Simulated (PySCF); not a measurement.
Simulated C 1s region for `O1CO[C@@H](C1)F`, binding energy against the vacuum level.

Every computed line was given a Gaussian of 0.7 eV full width at half maximum and an area set by the number of equivalent atoms; the highest printed point is 100. Computed with delta-SCF UKS SCAN, pcX-2 on the ionised atom, pcseg-1 elsewhere, spin-free X2C (PySCF).

```json
{"binding energy (eV)": "291.8", "intensity": "0"}
{"binding energy (eV)": "291.9", "intensity": "1"}
{"binding energy (eV)": "292.0", "intensity": "2"}
{"binding energy (eV)": "292.1", "intensity": "5"}
{"binding energy (eV)": "292.2", "intensity": "11"}
{"binding energy (eV)": "292.3", "intensity": "21"}
{"binding energy (eV)": "292.4", "intensity": "36"}
{"binding energy (eV)": "292.5", "intensity": "54"}
{"binding energy (eV)": "292.6", "intensity": "74"}
{"binding energy (eV)": "292.7", "intensity": "89"}
{"binding energy (eV)": "292.8", "intensity": "97"}
{"binding energy (eV)": "292.9", "intensity": "93"}
{"binding energy (eV)": "293.0", "intensity": "81"}
{"binding energy (eV)": "293.1", "intensity": "63"}
{"binding energy (eV)": "293.2", "intensity": "44"}
{"binding energy (eV)": "293.3", "intensity": "30"}
{"binding energy (eV)": "293.4", "intensity": "22"}
{"binding energy (eV)": "293.5", "intensity": "23"}
{"binding energy (eV)": "293.6", "intensity": "31"}
{"binding energy (eV)": "293.7", "intensity": "46"}
{"binding energy (eV)": "293.8", "intensity": "65"}
{"binding energy (eV)": "293.9", "intensity": "83"}
{"binding energy (eV)": "294.0", "intensity": "96"}
{"binding energy (eV)": "294.1", "intensity": "100"}
{"binding energy (eV)": "294.2", "intensity": "96"}
{"binding energy (eV)": "294.3", "intensity": "88"}
{"binding energy (eV)": "294.4", "intensity": "81"}
{"binding energy (eV)": "294.5", "intensity": "80"}
{"binding energy (eV)": "294.6", "intensity": "86"}
{"binding energy (eV)": "294.7", "intensity": "94"}
{"binding energy (eV)": "294.8", "intensity": "100"}
{"binding energy (eV)": "294.9", "intensity": "98"}
{"binding energy (eV)": "295.0", "intensity": "87"}
{"binding energy (eV)": "295.1", "intensity": "70"}
{"binding energy (eV)": "295.2", "intensity": "50"}
{"binding energy (eV)": "295.3", "intensity": "32"}
{"binding energy (eV)": "295.4", "intensity": "18"}
{"binding energy (eV)": "295.5", "intensity": "9"}
{"binding energy (eV)": "295.6", "intensity": "4"}
{"binding energy (eV)": "295.7", "intensity": "2"}
{"binding energy (eV)": "295.8", "intensity": "1"}
{"binding energy (eV)": "295.9", "intensity": "0"}
```

Question: Count the maxima, the lines and the sites behind this envelope.

Answer: The curve has 3 maxima (at 292.8, 294.1 and 294.8 eV). Under it lie 3 lines from 3 inequivalent carbon sites.

Question: Decompose the envelope and assign each component. Numbering: `[F:1][C@@H:2]1[CH2:3][O:4][CH2:5][O:6]1`.

Answer: 
```tsv
position (eV)	relative area	line	atoms	environment
292.82	1	C 1s	C3	sp3 carbon bound to oxygen
294.07	1	C 1s	C5	sp3 carbon bearing two oxygens
294.86	1	C 1s	C2	sp3 C–F carbon
```

Question: What are the centre and the root-mean-square width of the whole band?

Answer: The area-weighted mean of the lines is 293.91 eV. Their own spread about it is 0.84 eV (rms) and each Gaussian has σ = 0.7/2.355 = 0.30 eV; the variances add, which gives 0.89 eV.

The listed C 1s values span 2.04 eV, from C3 (bonded to O, C and 2 H) to C2 (bonded to F, O, C and H). The widest gap between neighbouring values is 1.25 eV, between 292.82 and 294.07 eV.

No satellites, vibrations or lifetime broadening are included. Isolated species at its GFN2-xTB geometry (one conformer only).

Time: 45 s. Hardware: Arm Neoverse V1, one thread, shared host.
